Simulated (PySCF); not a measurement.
Al(Cl)3 anion (AlCl₃), SMILES [Cl][Al]([Cl])[Cl] (connectivity only; charge and spin as stated), charge -1, multiplicity 2.

Coordinates come from a PBE0-D3(BJ)/def2-SVPD optimisation. The multiplicity is an assumed one; other spin states were not compared. The isomer is the one that the SMILES or the coordinates give; other isomers of the formula were not compared.

Method: C-PCM-ωB97X/def2-SVPD (PySCF 2.14.0).

The values are the electrostatic part of the solvation free energy, E(continuum) − E(gas) at the gas-phase geometry, in a cavity of scaled van der Waals radii (PySCF's table); cavitation and dispersion terms are not included. A continuum can't describe solvent molecules that bind to the metal.

```
solvent      ε  ΔG(elec) (kcal/mol)
-------  -----  -------------------
water    78.36                -47.1
benzene   2.27                -26.6
acetone  20.49                -45.4
```
